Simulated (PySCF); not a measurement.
# BHF2 (SMILES FBF) at PBE/def2-TZVP (preoptimised minimum)

Aim: an optimisation with harmonic vibrations of BHF2. Input form: a Python script.

The calculation is run with PySCF 2.14.0.

## 1. The system as given

BHF2: 4 atoms, total charge 0, spin state singlet. As SMILES, `FBF`. The shape is that of a PBE0-D4/def2-TZVP symmetrised optimisation. The run starts from this shape.

Bond lengths: F1–B2 1.313 Å, B2–F3 1.313 Å, B2–H4 1.191 Å. Angles: F1–B2–F3 118.1°, F1–B2–H4 121.0°, F3–B2–H4 121.0°.

## 2. An optimisation with harmonic vibrations at PBE/def2-TZVP (preoptimised minimum)

The input, start.xyz:

```xyz
4

F      1.133380     0.107122    -0.077703
B     -0.022714    -0.380850     0.309435
F     -1.116327     0.178806    -0.154609
H     -0.077814    -1.304450     1.059835
```

The input, calc.py:

```python
import numpy
from pyscf import gto, dft, symm
from pyscf.hessian import thermo
from pyscf.geomopt.geometric_solver import kernel as optimise

mol = gto.Mole()
mol.atom = 'start.xyz'
mol.max_memory = 1860
mol.verbose = 3
mol.basis = 'def2-tzvp'
mol.spin = 0
mol.charge = 0
mol.build()

mf = dft.RKS(mol, xc='pbe')
mf.grids.level = 4
mf.conv_tol = 1e-10
converged, mol_eq = optimise(mf, maxsteps=80)
print('converged:', converged)
print(mol_eq.tostring())

mf.reset(mol_eq)
mol = mol_eq
mf.kernel()
e_final = mf.e_tot
print('Final energy', e_final)
hess = mf.Hessian().kernel()
modes = thermo.harmonic_analysis(mol, hess)
print('frequencies (1/cm)', numpy.round(modes['freq_wavenumber'], 1))
symm.geom.TOLERANCE = 1e-3  # for the symmetry number
th = thermo.thermo(mf, modes['freq_au'], 298.15, 101325)
thermo.dump_thermo(mol, th)
```

The run is started by

```
OMP_NUM_THREADS=1 python calc.py
```

What it wrote:

```text
maxiter                   80
----------------------------------------------------------
Custom engine selected.
Bonds will be generated from interatomic distances less than 1.20 times sum of covalent radii
12 internal coordinates being used (instead of 12 Cartesians)
Internal coordinate system (atoms numbered from 1):
Distance 1-2
Distance 2-3
Distance 2-4
Angle 1-2-4
Angle 3-2-4
Out-of-Plane 2-1-3-4
Translation-X 1-4
Translation-Y 1-4
Translation-Z 1-4
Rotation-A 1-4
Rotation-B 1-4
Rotation-C 1-4
> ===== Optimization Info: ====
> Job type: Energy minimization
> Maximum number of optimization cycles: 80
> Initial / maximum trust radius (Angstrom): 0.100 / 0.300
> Convergence Criteria:
> Will converge when all 5 criteria are reached:
>  |Delta-E| < 1.00e-06
>  RMS-Grad  < 3.00e-04
>  Max-Grad  < 4.50e-04
>  RMS-Disp  < 1.20e-03
>  Max-Disp  < 1.80e-03
> === End Optimization Info ===

Geometry optimization cycle 1
Cartesian coordinates (Angstrom)
 Atom        New coordinates             dX        dY        dZ
   F   1.133380   0.107122  -0.077703    0.000000 -0.000000  0.000000
   B  -0.022714  -0.380850   0.309435    0.000000  0.000000  0.000000
   F  -1.116327   0.178806  -0.154609    0.000000  0.000000  0.000000
   H  -0.077814  -1.304450   1.059835    0.000000  0.000000  0.000000

WARN: Mole.unit (angstrom) is changed to Bohr

converged SCF energy = -225.11425279945
[... 8 lines left out ...]
Step    0 : Gradient = 1.030e-02/1.300e-02 (rms/max) Energy = -225.1142527994
[... 9 lines left out ...]
converged SCF energy = -225.114535497125
[... 18 lines left out ...]
converged SCF energy = -225.114422835686
[... 18 lines left out ...]
converged SCF energy = -225.114589919948
[... 18 lines left out ...]
converged SCF energy = -225.114598647599
[... 11 lines left out ...]
Geometry optimization cycle 6
Cartesian coordinates (Angstrom)
 Atom        New coordinates             dX        dY        dZ
   F   1.145185   0.108940  -0.082882    0.000025 -0.000244 -0.000359
   B  -0.023221  -0.382981   0.307972   -0.000080 -0.000623 -0.001099
   F  -1.127971   0.182924  -0.160248   -0.000060  0.000108 -0.000304
   H  -0.079069  -1.310301   1.064027   -0.000211  0.000289 -0.000037
converged SCF energy = -225.114598504216
--------------- RKS_Scanner gradients ---------------
         x                y                z
0 F    -0.0000056643     0.0000456751     0.0000784615
1 B     0.0000037914    -0.0001185592    -0.0001642827
2 F     0.0000046473     0.0000339467     0.0000727709
3 H     0.0000048618     0.0000489963     0.0000547697
----------------------------------------------
cycle 6: E = -225.114598504  dE = 1.43383e-07  norm(grad) = 0.000247442
Step    5 : Displace = 4.830e-04/8.321e-04 (rms/max) Trust = 1.945e-02 (+) Grad = 1.237e-04/2.026e-04 (rms/max) E (change) = -225.1145985042 (+1.434e-07) Quality = -1.613
Hessian Eigenvalues: 4.51500e-02 4.96535e-02 5.00000e-02 ... 4.62802e-01 6.22927e-01 6.36518e-01
Converged! =D

converged: True
F           1.14518519        0.10893973       -0.08288150
B          -0.02322086       -0.38298087        0.30797154
F          -1.12797105        0.18292445       -0.16024788
H          -0.07906884       -1.31030131        1.06402688
converged SCF energy = -225.114598504177
Final energy -225.11459850417654
frequencies (1/cm) [ 520.1  889.5 1049.6 1139.9 1383.1 2630.9]
temperature 298.1500 [K]
pressure 101325.00 [Pa]
Rotational constants [GHz] 73.59282 10.27329 9.01485
Symmetry number 1
Zero-point energy (ZPE) 0.01734 [Eh]   45535.318 [J/mol]
                           tot       elec      trans        rot        vib
Entropy [J/mol/K]       250.739      0.000    157.489     89.466      3.783
Cv [J/mol/K]             35.013      0.000     12.472     12.472     10.070
Cp [J/mol/K]             43.328      0.000     20.786     12.472     10.070
Internal energy [J/mol]                      3718.434   3718.434  46390.030
Internal energy [Eh]   -225.09410  -225.11460
Enthalpy [J/mol]                             6197.391   3718.434  46390.030
Enthalpy [Eh]          -225.09315
Gibbs free energy [J/mol]                  -40757.979 -22955.986  45262.035
Gibbs free energy [Eh] -225.12163
```

It took 4.6 min on 1 thread of Arm Neoverse N1, shared host; peak memory 1.4 GiB.

## 3. Results

At PBE/def2-TZVP (preoptimised minimum):

| quantity | value |
| --- | --- |
| total energy | -225.11460 Eh |
| dipole moment | 0.81 D |
| HOMO energy | -9.13 eV |
| LUMO energy | -1.47 eV |
| HOMO–LUMO gap | 7.66 eV |
| lowest harmonic wavenumber | 520 cm⁻¹ |
| highest harmonic wavenumber | 2631 cm⁻¹ |
| zero-point energy | 45.5 kJ/mol |

At the final geometry: Bond lengths: F1–B2 1.327 Å, B2–F3 1.327 Å, B2–H4 1.198 Å. Angles: F1–B2–F3 118.1°, F1–B2–H4 120.9°, F3–B2–H4 120.9°. The program took a symmetry number of 1 where this shape has 2, so the entropy in its output is too high by R ln(2/1) = 1.38 cal/(mol K). All 6 modes are real, so the shape is a minimum at this level. Mulliken charges run from -0.19 on F1 to +0.40 on B2.
